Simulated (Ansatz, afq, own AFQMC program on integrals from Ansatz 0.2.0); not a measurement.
# AFQMC, coupled cluster and functionals along a coordinate of HBr + CH2, triplet

```csv
atom,x (Å),y (Å),z (Å)
Br,-0.4478,0.0000,0.0000
H,0.9728,0.0000,0.0000
C,2.4212,0.0000,0.0000
H,2.8357,0.0000,0.9962
H,2.8357,0.0000,-0.9962
```

A hydrogen atom is moved from one rigid fragment to the other; the Br1–H2 distance tells how far. The two fragments are held close together, so this isn't a minimum-energy path and the start is a compressed complex. Energies in kJ/mol count from this geometry (1.421 Å) at the same level; the start stands on UHF, each point on the determinant named.

Basis cc-pVTZ. Noble-gas cores (and the filled d shells of Ga–Kr and In–Xe) are frozen. Integrals, coupled cluster, full CI and functionals: Ansatz 0.2.0; the random walks run on the same integrals in our own AFQMC program. The CISD trial takes its coefficients from CCSD amplitudes. Released means that phaseless walkers are propagated on without the constraint, phases kept. Uncertainties: one standard error, sampling alone. No spin–orbit coupling.

Cautions, each for one point or more: inner d shell frozen; lower spins were not checked; no relativity below Rb; no spin-orbit coupling; unrestricted determinant slightly spin contaminated.

```tsv
r(Br1–H2) / Å	det.	T1	weight	⟨S²⟩	CCSD(T)	ph-AFQMC/CISD	released AFQMC	B3LYP	CCSD
1.523	UHF	0.014	0.87	2.05	-20.8	-21.1 ± 0.8	-20.7 ± 1.3	-25.7	-19.9
1.574	UHF	0.014	0.87	2.05	-30.6	-29.7 ± 0.8	-31.0 ± 1.2	-36.9	-29.7
1.625	UHF	0.014	0.87	2.05	-40.5	-40.2 ± 0.8	–	-47.3	-40.0
1.677	UHF	0.013	0.87	2.05	-50.0	-49.9 ± 0.8	-50.7 ± 1.2	-56.3	-50.0
1.779	UHF	0.012	0.87	2.03	-60.1	-59.5 ± 0.8	-61.2 ± 1.2*	-63.7	-61.6
```

Weight is that of the determinant in the CISD state; at the start T1 is 0.014 and the weight 0.87, and ⟨S²⟩ is 2.04. An asterisk marks released energies that aren't shown to be converged. A dash marks a missing value, a released energy that hasn't settled or a functional that sits on another state. Largest departures from phaseless AFQMC with a CISD trial: CCSD(T) -1.0 kJ/mol at 1.574 (on UHF) (within the noise), released AFQMC -1.3 kJ/mol at 1.574 (on UHF) (within the noise), B3LYP -7.3 kJ/mol at 1.574, CCSD -2.1 kJ/mol at 1.779 (on UHF). The walk's constraint bias lies outside its error bars, so these are departures and not errors. Functionals count only at points shown to share the start's state and spin.

Some points may be missing: those where a free walk finds a much lower state, and past Zn most of those on another determinant than at the start.

A walk keeps the symmetry of its determinant, which the program's search chose and which needn't be the lowest solution, so a lower state of the same spin and another symmetry isn't excluded.
